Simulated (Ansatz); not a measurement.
Basis-set extrapolation for C$_{5}$H$_{11}$Cl, SMILES `CC(C)CCCl` (PBE0-D4/def2-TZVP geometry, frozen core, Ansatz). Multiplicity 1, RHF reference.

```
                      def2-TZVPP   def2-QZVPP
                 HF  -655.337285  -655.359281
    MP2 correlation    -1.074090    -1.148449
CCSD(T) correlation    -1.190237      not run
```

Energies in hartree. Use E(X) = E(∞) + A·exp(−7.88·√X) for Hartree–Fock and E(X) = E(∞) + B·X^(−2.97) for correlation, with X = 3 and 4, and add CCSD(T) minus MP2 of the smaller set to the MP2 limit.

**Question.** What is the CCSD(T) energy at the basis-set limit?

**Answer.** HF limit: -655.359281 + (-0.021996) × 0.13774 = -655.36231. MP2 limit: -1.148449 + (-0.074359) × 0.74074 = -1.20353. Higher-order term: -1.190237 − (-1.074090) = -0.11615. Total: -656.68199 hartree, 405.6 kJ/mol below CCSD(T)/def2-TZVPP.
